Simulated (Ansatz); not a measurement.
System: lithium hydride, LiH, charge 0, multiplicity 1. 
Geometry from a B3LYP-D3(BJ)/def2-TZVP (Ansatz, a first-principles code) optimisation:
```
Li
H 1 1.5907
```
Charge 0, spin multiplicity 1.

Atomisation energy built up term by term with Ansatz (kcal/mol; UHF references for open shells; valence terms freeze the core; atomic spin-orbit terms are left out; no core correlation term is included; no scalar relativity (X2C) term is included). CBS(X,Y): correlation extrapolated as X^-3; Hartree-Fock from the larger set.

```tsv
term	basis	kcal/mol
Hartree-Fock	def2-QZVPPD	34.12
CCSD correlation	CBS(def2-TZVPPD,def2-QZVPPD)	23.52
(T)	CBS(def2-TZVPPD,def2-QZVPPD)	0.00
sum: De		57.6
```

(T) makes 0.0 % of the CCSD(T) atomisation energy; under 5 % is typical of single-reference molecules.
